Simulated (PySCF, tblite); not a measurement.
# CH₄BF− (doublet): geometry, infrared bands and EPR parameters

Aim: predict the infrared bands and EPR parameters of CH₄BF− (doublet) (`[BH2-]CF`).

Computed with tblite 0.8.0 and PySCF 2.14.0, with density-fitted response routines of our own, on a single molecule in the gas phase. Atoms are numbered from 0 throughout.

## (1) Starting geometry

7 atoms, charge -1, multiplicity 2; geometry from: force field or distance geometry start.

Bonds of the start (Å): B0–C1 1.61, C1–F2 1.37, B0–H3 1.18, B0–H4 1.19, C1–H5 1.10, C1–H6 1.12.

## (2) Relaxing the molecule with GFN2-xTB

The job: settings as JSON, then the geometry in Å.

```
{"job": {"kind": "relax", "xc": "GFN2-xTB", "basis": "xTB"}, "charge": -1, "multiplicity": 2}
B      0.922900    -0.066800    -0.347600
C     -0.633400     0.142700     0.002800
F     -1.390200    -0.694100    -0.776800
H      1.248300    -1.169300    -0.090800
H      1.576300     0.705500     0.281800
H     -0.921700     1.193200    -0.173600
H     -0.798900    -0.106200     1.077100
```

Started as:

```console
> OMP_NUM_THREADS=1 python probes_run.py task.json out
```

One launch serves the whole session: the jobs run in the order shown.

**Question.** This job is followed by: GFN2-xTB harmonic vibrations, gas phase; UKS B3LYP, pcH-1 on B C F H, non-relativistic, mean-field spin-orbit, GIAO. What will the session give for the following? strongest single infrared mode (GFN2-xTB); zero-point energy (GFN2-xTB); g(iso) (B3LYP); ⟨S²⟩; largest a(iso).

**Answer**, as computed:

| quantity | value |
| --- | --- |
| strongest single infrared mode (GFN2-xTB) | 2390 cm⁻¹, 460 km/mol |
| zero-point energy (GFN2-xTB) | 28.0 kcal/mol |
| g(iso) (B3LYP) | 2.00585 |
| ⟨S²⟩ | 0.753 (exact 0.75) |
| largest a(iso) | 19F on F2, 501.5 MHz |

In words: Relaxing lowered the energy by 1.354 eV in 65 steps; the close pair that moved most is C1–F2, from 1.371 to 2.180 Å. No mode is imaginary among the 15: a minimum at this level. The strongest single mode, at 2390 cm⁻¹, moves mainly H3 and H4. GFN2-xTB is a fitted tight-binding method: band positions and strengths are rough. Its intensities can rank the bands wrongly. The structure rearranged or came apart on optimisation; the results belong to the end geometry, not to the formula as drawn. The largest spin populations lie on B0 (0.40 e), F2 (0.34 e), C1 (0.34 e). The isotropic g lies 3.5 ppt above the free-electron value.
